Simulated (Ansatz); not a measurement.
hcp Y, treated with r²SCAN-D4 in Ansatz (plane waves, PAW).

Run with plane-wave cutoff 560 eV, 18×18×10 k mesh (along the axes of the cell as run), Fermi–Dirac smearing 0.05 eV, scalar-relativistic PAW data made under PBE.

Computed at the level's own relaxed cell.

**Question.** Estimate the bulk modulus B0, lattice parameter c, equilibrium lattice constant a and volume per atom that the calculation returns.

**Answer.** 
- bulk modulus B0: 41.0 GPa
- lattice parameter c: 5.682 Å
- equilibrium lattice constant a: 3.674 Å
- volume per atom: 33.20 Å³/atom

The run finds no gap.

Measured, for comparison: bulk modulus 41.7 GPa (zero-point energy and finite temperature contributions removed, our sources range from 37.3 to 41.7; as tabulated in doi:10.1021/acs.jctc.3c00612); lattice parameter c 5.732 Å, lattice constant a 3.648 Å (293 K, no zero-point or thermal correction; as tabulated in Wikipedia's data pages). Computed (rounded) less measured: bulk modulus -2 % (inside the range of the sources held), lattice parameter c -0.9 %, lattice constant a +0.7 %. A static lattice is as a rule a little smaller and stiffer than an uncorrected measurement, which narrows the difference in the lattice parameter c and would widen misses of the other sign.

Note: the bulk modulus comes from volumes at which shape and atoms were relaxed.

Static lattice: no zero-point or thermal effects.

Ansatz is a first-principles code.
